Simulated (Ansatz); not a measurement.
Compare A (`C=C1CC1C`) with its isomer B (`C=CC(=C)C`).

Computed with Ansatz on PBE0-D4/def2-TZVP structures; ΔE is electronic, products minus reactants. CCSD(T)/CBS adds triple-zeta CCSD(T) − MP2 to the extrapolated MP2 energy (def2 sets, frozen cores). DFT in def2-TZVPP. B3LYP here is the variant with VWN-RPA as its local correlation; programs differ in this. One conformer a species, not always the lowest.

Problem. Which isomer does CCSD(T)/CBS put lower? Give the gap. (An estimate is asked.)

Solution. The calculation gave: B, by 88.2 kJ/mol.

Problem. Give E(B) − E(A) in kJ/mol with r2SCAN-D4, CCSD/def2-TZVPP, B2PLYP, CCSD(T)/def2-TZVPP, B3LYP, PBE-D4, PBE0-D4. (An estimate is asked.)

Solution. The calculation gave: r2SCAN-D4 -78.5, CCSD/def2-TZVPP -84.6, B2PLYP -87.6, CCSD(T)/def2-TZVPP -87.3, B3LYP -87.9, PBE-D4 -72.9, PBE0-D4 -68.5. None reverses the order clearly.

Largest T1 diagnostic: 0.011.

In def2-TZVPP, CCSD(T) changes the Hartree–Fock value by +6.4 kJ/mol (the triples alone add −2.7 kJ/mol) and MP2 by +14.2 kJ/mol. From PBE to PBE0 (25 % exact exchange), in def2-TZVPP and without D4, E(B) − E(A) moves by +4.2 kJ/mol.
